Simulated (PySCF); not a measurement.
Orbital picture of LiS

PBE at R = 2.156 Å; Li 6-311G(d,p), S 6-311G(d,p); no relativity (PySCF 2.14). State: ²Π (doublet), unpaired electrons π ↑. Only the outer orbitals are listed, counted within each symmetry.

| spin | orbital | occ. | ε (eV) | on Li (%) | main shells (%) |
| --- | --- | --- | --- | --- | --- |
| α | 4σ | 1 | -51.53 | 100 | 100 Li s |
| α | 5σ | 1 | -15.18 | 1 | 99 S s |
| α | 2π | 1 | -5.99 | 4 | 96 S p |
| α | 6σ | 1 | -5.47 | 14 | 85 S p |
| α | 2π | 1 | -4.85 | 6 | 94 S p |
| α | 7σ | 0 | -1.95 | 100 | 81 Li s, 19 Li p |
| α | 3π | 0 | -0.38 | 102 | 102 Li p |
| α | 3π | 0 | -0.27 | 101 | 101 Li p |
| β | 4σ | 1 | -51.54 | 100 | 100 Li s |
| β | 5σ | 1 | -14.22 | 3 | 97 S s |
| β | 6σ | 1 | -5.12 | 14 | 84 S p |
| β | 2π | 1 | -4.50 | 7 | 93 S p |
| β | 2π | 0 | -4.24 | 8 | 92 S p |
| β | 7σ | 0 | -1.92 | 100 | 79 Li s, 21 Li p |
| β | 3π | 0 | -0.28 | 100 | 100 Li p |

Q: Which are the highest filled and the lowest empty level, where do they sit, and how wide is the gap?

A: Highest filled β 2π at -4.50 eV (in %: 93 S p); lowest empty β 2π at -4.24 eV (in %: 92 S p); the gap at PBE is 0.26 eV. Both belong to one degenerate shell, split only by its one-sided filling, so this is no excitation gap.

- bond order (Mayer): 0.86
- ⟨S²⟩: 0.752
- charge on Li (Mulliken, basis-dependent): 0.50
- charge on Li (Löwdin, basis-dependent): 0.10
- dipole moment (positive dipole means Li(−)S(+)): -7.02 D
- polarisability along the bond: 46.9 bohr³
- polarisability across the bond: 29.1 bohr³

Shares are Mulliken populations and can fall outside 0 to 100 %.

The state was picked by a PBE0 search and need not be the measured ground state.
